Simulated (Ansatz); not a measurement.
**SiH2 (singlet): geometry optimisation**

Where does this start of SiH2 (singlet) end when it is relaxed?

The runs use Ansatz 0.2.0, Gaussian basis; RKS PBE0/def2-SVP.

**1. Starting geometry**

3 atoms, charge 0, spin multiplicity 1.

Atoms are counted from 1 here; the program's logs count them from 0.

Bond lengths: Si1–H2 1.442 Å, Si1–H3 1.442 Å. Angles: H2–Si1–H3 123.6°.

Geometry (Å):

```
Si   -0.3138    0.2993   -0.1365
H     0.8506    0.7985    0.5531
H    -0.5368   -1.0979   -0.4166
```

The start is a generated structure. Sticks and bond lists go by distance. 

**2. Relaxation**

Input file in.yaml:

```yaml
crystal:
  periodic: [false, false, false]
  atoms:
    - {symbol: Si, position_ang: [-0.313790, 0.299330, -0.136460]}
    - {symbol: H, position_ang: [0.850570, 0.798530, 0.553050]}
    - {symbol: H, position_ang: [-0.536780, -1.097860, -0.416590]}
basis:
  gaussian: {orbitals: def2-SVP}
hamiltonian: {xc: pbe0}
relax: {f_tol: 0.01, max_steps: 150}
```

Started as:

```
$ ansatz run in.yaml --threads 1 --pin off --events-out ev --progress --plain --max-ram 24576MiB --backend cuda --devices 0, --max-vram 18GiB
```

Q: Predict the outcome of this session. Wanted: energy gained; shift from the start; total energy; dipole moment.

As calculated:

| quantity | value |
| --- | --- |
| steps | 5 |
| energy gained | 0.769 eV |
| shift from the start (rms) | 0.233 Å |
| total energy | -7901.7852 eV |
| dipole moment | 0.36 D |

In words: The bonds of the start are those of the end. Si1–H3 went from 1.442 to 1.534 Å. No vibrations were run, so this is a stationary point, not a proven minimum, and this spin need not be the ground state's.
